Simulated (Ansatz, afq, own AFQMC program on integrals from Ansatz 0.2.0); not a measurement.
**C₂, triplet → C$_{2}$⁺, quartet**

```csv
atom,x (Å),y (Å),z (Å)
C,0.0000,0.0000,0.0000
C,0.0000,0.0000,1.3014
```

E(quartet, charge +1) − E(triplet, charge +0) at this geometry, on UHF and UHF determinants.

Basis 6-31G. Noble-gas cores (and the filled d shells of Ga–Kr and In–Xe) are frozen. AFQMC by an in-house program on the Cholesky factors that Ansatz 0.2.0 writes for its CCSD(T) run. The CISD trial takes its coefficients from CCSD amplitudes. Released means that phaseless walkers are propagated on without the constraint, phases kept. Error bars are statistical, one sigma. The errors of all members are added in quadrature.

Full CI on the same integrals is exact in this basis and with this determinant's frozen core.

Errors are counted within 6-31G, not against nature.

Cautions: C₂ (triplet): lower spins were not checked, an unrestricted solution with more broken spin lies lower, CCSD(T) is in doubt: in a space of 8 electrons in 9 natural orbitals full CI lies 81 meV below it, the CCSDT(Q) amplitudes may be one of several solutions (largest double 0.16), the CCSDTQ amplitudes may be one of several solutions (largest double 0.17), the released energies are still falling, so no released level is given (meV from the phaseless value at times in 1/Eh: -17 ± 3 at 0.24, -31 ± 6 at 0.51, -44 ± 3 at 0.99, -57.0 ± 2.4 at 1.62, -207 ± 136 at 2.40), its ph-AFQMC/CISD value lies 80 ± 4 meV above full CI; C₂⁺ (quartet): an unrestricted solution with more broken spin lies lower, the CCSD(T) amplitudes may be one of several solutions (largest double 0.17), the released energies are still falling, so no released level is given (meV from the phaseless value at times in 1/Eh: -9.9 ± 2.4 at 0.24, -22.1 ± 1.8 at 0.51, -39 ± 5 at 0.99, -44 ± 3 at 1.62, -140 ± 94 at 2.40), its ph-AFQMC/CISD value lies 57 ± 4 meV above full CI.

| level | vertical ionization energy (eV) |
| --- | --- |
| CCSD | 11.231 |
| HF | 10.540 |

From these cheaper values, estimate the vertical ionization energy at the reference level in 6-31G.

11.305 eV (full CI in 6-31G).

```tsv
level	vertical ionization energy (eV)	error against FCI (eV)
MP2	11.627	0.321
CCSD(T)	11.291	-0.014
ph-AFQMC/CISD	11.283 ± 0.006	-0.023 ± 0.006
```

Correlation beyond CCSD(T) adds 0.014 eV. The perturbative (T) step is worth +0.060 eV. Where the cautions show a poor determinant, the low rows tell how each method copes with it, not its usual error.

A walk keeps the symmetry of its determinant, which the program's search chose and which needn't be the lowest solution, so a lower state of the same spin and another symmetry isn't excluded.
